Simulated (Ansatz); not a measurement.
From input file to script: C5H5S, SMILES [CH2]C#CC(C)=S in Ansatz 0.2.0.

```yaml
crystal:
  periodic: [false, false, false]
  atoms:
    - { symbol: C, position_ang: [2.9809, -0.156, -0.0784] }
    - { symbol: C, position_ang: [1.5482, 0.0215, 0.1575] }
    - { symbol: C, position_ang: [0.3674, 0.1677, 0.3519] }
    - { symbol: C, position_ang: [-1.0413, 0.3414, 0.5826] }
    - { symbol: C, position_ang: [-2.0452, -0.361, -0.2733] }
    - { symbol: S, position_ang: [-1.5409, 1.3184, 1.7942] }
    - { symbol: H, position_ang: [3.4997, 0.8167, 0.0464] }
    - { symbol: H, position_ang: [3.1423, -0.5315, -1.1099] }
    - { symbol: H, position_ang: [-2.6776, -1.0209, 0.357] }
    - { symbol: H, position_ang: [-2.6905, 0.3856, -0.7821] }
    - { symbol: H, position_ang: [-1.5431, -0.982, -1.0458] }
basis:
  gaussian:
    orbitals: "6-31G*"
hamiltonian:
  xc: pbe
  dispersion: d3bj
magnetization:
  spin_polarized: true
  initial_magnetization: 1.0
output:
  orbitals: {}
  forces: true
```

`energy_c5h5s.py`
```python
"""Electronic structure of the C5H5S molecule."""

from pathlib import Path
import warnings

import ansatz as az
import numpy as np
import pandas as pd

params = {
    "basis": "6-31G*",
    "functional": "pbe",
    "vdw": "d3bj",
}


def main() -> None:
    warnings.simplefilter("ignore", az.DeckWarning)

    geometry_ang = [
        ("C", (2.9809, -0.156, -0.0784)),
        ("C", (1.5482, 0.0215, 0.1575)),
        ("C", (0.3674, 0.1677, 0.3519)),
        ("C", (-1.0413, 0.3414, 0.5826)),
        ("C", (-2.0452, -0.361, -0.2733)),
        ("S", (-1.5409, 1.3184, 1.7942)),
        ("H", (3.4997, 0.8167, 0.0464)),
        ("H", (3.1423, -0.5315, -1.1099)),
        ("H", (-2.6776, -1.0209, 0.357)),
        ("H", (-2.6905, 0.3856, -0.7821)),
        ("H", (-1.5431, -0.982, -1.0458)),
    ]
    system = az.Crystal.molecule()
    for symbol, xyz in geometry_ang:
        system = system.atom(symbol, xyz)

    job = (
        system.calculation()
        .basis(gaussian=params["basis"])
        .functional(params["functional"], dispersion=params["vdw"])
        .spin("collinear", total=1)
        .forces()
        .orbitals()
    )
    done = job.run(threads=1, pin="off", runs_dir="runs")
    summary = done.report

    print("reference energy %16.6f eV" % summary["reference_energy_ev"])
    print("total energy     %16.6f eV" % summary["free_energy_ev"])
    print("occupied (up, down):", summary["n_occupied"], " virtual:", summary["n_virtual"], " frozen:", summary["n_frozen"])

    field = summary["mean_field"]
    print("<S^2> =", round(abs(field["state"]["spin_squared"]), 4), " relativity:", field["relativity"])
    print("passes:", field["passes"])
    if "symmetry" in field:
        print("occupied orbitals by irrep:", field["symmetry"]["occupied"])

    symbols = [site.symbol for site in system.cartesian_sites]
    forces = np.array(summary["forces_ev_ang"])
    print("largest force", round(float(np.linalg.norm(forces, axis=1).max()), 4), "eV/A, rms", round(float(np.sqrt((forces ** 2).mean())), 4))

    charges = summary["charge_distribution"]
    table = pd.DataFrame({"atom": symbols, "mulliken": charges["mulliken_charges_e"], "lowdin": charges["lowdin_charges_e"]})
    print(table.round(3).to_string())
    print("dipole (e A):", np.round(charges["dipole_moment_e_ang"], 4) + 0.0)

    lines = Path(summary["orbitals_path"]).read_text().splitlines()
    field_of = lambda key: [line.split("=")[1].strip() for line in lines if line.startswith(key)]
    orbitals = [(27.211386 * float(e), s, float(n)) for e, s, n in zip(field_of("Ene="), field_of("Spin="), field_of("Occup="))]
    homo = max(e for e, _, n in orbitals if n > 0.5)
    lumo = min(e for e, _, n in orbitals if n < 0.5)
    for e, spin, n in sorted(orbitals):
        if homo - 6 < e < lumo + 5:
            print(f"{spin:6s} {e:10.3f} eV  occupation {n:.0f}")


if __name__ == "__main__":
    main()
```

```console
$ python energy_c5h5s.py
reference energy    -16085.826730 eV
total energy        -16086.080895 eV
occupied (up, down): [26, 25]  virtual: [78, 79]  frozen: 0
<S^2> = 0.7706  relativity: none
passes: {'evaluations': 40, 'products': 56}
occupied orbitals by irrep: [{'A': 26}, {'A': 25}]
largest force 6.2846 eV/A, rms 1.628
   atom  mulliken  lowdin
0     C    -0.416  -0.172
1     C    -0.029  -0.066
2     C     0.236  -0.066
3     C    -0.203  -0.215
4     C    -0.510  -0.330
5     S    -0.053   0.109
6     H     0.195   0.148
7     H     0.190   0.145
8     H     0.207   0.157
9     H     0.205   0.156
10    H     0.178   0.133
dipole (e A): [ 0.1472 -0.2229 -0.5016]
Beta      -11.051 eV  occupation 1
Alpha     -10.837 eV  occupation 1
Alpha     -10.772 eV  occupation 1
Beta      -10.771 eV  occupation 1
Beta      -10.657 eV  occupation 1
Alpha     -10.310 eV  occupation 1
Beta      -10.248 eV  occupation 1
Alpha      -9.020 eV  occupation 1
Beta       -8.963 eV  occupation 1
Alpha      -8.720 eV  occupation 1
Beta       -8.400 eV  occupation 1
Alpha      -7.409 eV  occupation 1
Beta       -6.955 eV  occupation 1
Alpha      -6.806 eV  occupation 1
Beta       -6.715 eV  occupation 1
Alpha      -5.767 eV  occupation 1
Alpha      -5.193 eV  occupation 1
Beta       -5.097 eV  occupation 1
Beta       -4.492 eV  occupation 0
Alpha      -3.037 eV  occupation 0
Beta       -2.658 eV  occupation 0
Alpha       0.097 eV  occupation 0
Beta        0.151 eV  occupation 0
```

Total energies depend on the basis set; only differences at equal settings carry meaning. The geometry is a force-field or estimated start, not a minimum of this method, and the basis set is short of its limit. The species is open-shell (spin multiplicity 2). The Löwdin charges here are taken after orthogonalising the functions within each atom; they differ from plain Löwdin charges, and their signs can be unphysical. Total less reference energy is the dispersion correction. Levels such as HOMO and LUMO are orbital energies: with these approximate functionals they aren't the ionisation energy and electron affinity, and their gap isn't the fundamental gap. Finished in 9.8 s on 1 thread of Arm Neoverse V2, on a shared host, peak memory 0.28 GiB.

(Lines on the test bed's own set-up are left out of the output.)
